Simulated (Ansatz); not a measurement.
**SbH⁺, doublet: the ladder up to full CI**

Geometry: that of the SbH⁺, quartet, kept fixed.

```yaml
atoms:
  - { symbol: Sb, position_ang: [0.0000, 0.0000, 0.0000] }
  - { symbol: H, position_ang: [0.0000, 0.0000, 1.8710] }
```

Basis def2-TZVPP with its core potentials; Ansatz 0.2.0. Correlated methods freeze the noble-gas cores and the filled d shells of p-block atoms, which leaves 5 electrons in 55 orbitals. Prefix R: restricted or restricted open-shell reference; prefix U: unrestricted. Active spaces: valence = (5e, 5o) chosen from the atoms' valence shells. No spin–orbit coupling is included; scalar relativity enters through the core potentials alone.

Full CI is exact within this basis and frozen core; it isn't the basis-set limit. The frozen core follows each run's orbitals, which can shift R against U totals by a few meV for light atoms and by up to 0.1 eV past Ca.

For open shells CISD is restricted-active-space CI with the open shells as a complete middle space.

The UHF ⟨S²⟩ is 0.764, the T1 diagnostic (RCCSD) is 0.0207 and the largest doubles amplitude (RCCSD) is 0.110.

```json
{"level": "RMP2", "E − E(RHF) (eV)": "-2.0842"}
{"level": "RCCSD", "E − E(RHF) (eV)": "-2.6441"}
{"level": "RCCSD(T)", "E − E(RHF) (eV)": "-2.7105"}
```

(1) Estimate how far full CI in def2-TZVPP lies from RCCSD(T). The table doesn't fix it; the size of (T) and the diagnostics are the guide.

(1) Full CI in def2-TZVPP lies 17 meV below RCCSD(T), which is 25 % of the (T) step (-66 meV). The diagnostics give no warning, yet the rest is a sizeable part of (T).

The other levels:

```
                   level  E − E(full CI) (meV)  share of correlation (%)  wall time
                    CISD                   152                     94.42      1.7 s
                 BCCD(T)                    17                     99.38      2.7 s
                  RCCSDT                     1                     99.96          –
               RCCSDT(Q)                    -1                    100.02       22 s
  CASSCF (valence space)                  1734                     36.41          –
  NEVPT2 (valence space)                   436                     84.00        2 s
  MRCISD (valence space)                    68                     97.51          –
MRCISD+Q (valence space)                     0                    100.01      2.5 s
```

The correlation energy at full CI, counted from RHF, is -2.727 eV. That run took 3.2 min on 1 thread of Arm Neoverse V1, shared host over 9,739,301 determinants.

Run but not shown, since their state or frozen core can't be matched to the reference's or they repeat it: UHF, UMP2, UCCSD, UCCSD(T), UCCSDT, UCCSDT(Q).

Times hold each run's SCF and search for its determinant on a shared host, so for small cases they say little of a method's own cost; they ran on 1 thread of Arm Neoverse V1.

The full-CI state has the irrep B1 of C2v, in the program's axes (one component, if the state is degenerate).

Natural occupations of full CI about the gap: 1.946 1.909 0.987 0.057 0.039 0.011 0.010 0.009 0.007 0.005; effectively unpaired electrons, Σ n²(2−n)², 1.06.
